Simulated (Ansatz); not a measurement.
Frontier orbitals of C2H2FNO.

Cartesian coordinates in Å:
```
O 0.786 0.086 1.438
C 0.412 0.609 0.312
C -0.394 -0.412 -0.429
F -0.588 -1.601 0.138
N -0.889 -0.187 -1.558
H 1.308 0.741 1.922
H -0.635 0.764 -1.822
```

The species carries charge 0 and has multiplicity 1. The bonds changed during the relaxation, so this is another structure than the one it started from. The geometry is a stationary point of PBE0-D4/def2-TZVP. It is one conformer, not always the lowest. Basis def2-TZVPP, Ansatz 0.2.0.

```
             functional  HOMO (eV)  LUMO (eV)  gap (eV)
            LDA (SPW92)      -5.78      -4.23      1.55
                    PBE      -5.64      -3.93      1.71
                 revPBE      -5.58      -3.82      1.76
                 B97M-V      -6.11      -3.63      2.48
                   PBE0      -7.19      -2.89      4.30
                r2SCANh      -6.55      -3.41      3.14
HSE06 (plane-wave form)      -6.78      -3.28      3.50
                  BHLYP      -8.73      -1.69      7.04
                LC-ωPBE     -10.17      -0.46      9.71
                ωB97M-V      -9.66      -0.55      9.11
```

Against PBE, PBE0 changes HOMO and LUMO by −1.55 and +1.04 eV, ωB97M-V by −4.01 and +3.38 eV. A gap of 1.71 eV thus becomes 9.11 eV for the same molecule, so an orbital gap means little without its functional.

LC-ωPBE has ω = 0.4 bohr⁻¹.
